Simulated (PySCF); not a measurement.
**BF and its ions**

PBE0; B def2-TZVP, F def2-TZVP; no relativity (PySCF 2.14). Neutral (UKS): singlet (closed shell), Re = 1.263 Å, ωe = 1416 cm⁻¹, De = 7.78 eV, HOMO -8.02 eV, LUMO -1.03 eV.

BF⁺ (UKS): doublet (σ ↑), Re = 1.212 Å, ωe = 1707 cm⁻¹, De = 5.60 eV to B⁺ + F. The energies at the minima are -124.58023 hartree for BF and -124.18249 for BF⁺.

(1) Work out the adiabatic ionisation energy, without and with harmonic zero-point energies (1 hartree = 27.2114 eV, 1 eV = 8065.5 cm⁻¹), and the change of the bond length.

For an ion De counts to the pair picked by the measured ionisation energies or electron affinities, which need not be the lowest pair at this level. States were picked by a PBE0 search and need not be the measured ground states.

Results:

(1) At PBE0: 0.39774 hartree = 10.823 eV between the minima; the zero-point term (1707.0 − 1416.0)/2 cm⁻¹ = +0.018 eV makes it 10.841 eV. Re changes by -5.1 pm against the neutral. Minus the HOMO energy is 8.02 eV, -2.80 eV from the value between the minima; self-interaction puts the Kohn–Sham level too high, less so with exact exchange. The electron leaves a σ orbital, and the shorter bond of the ion fits an antibonding orbital, or a change in how ionic the bond is.
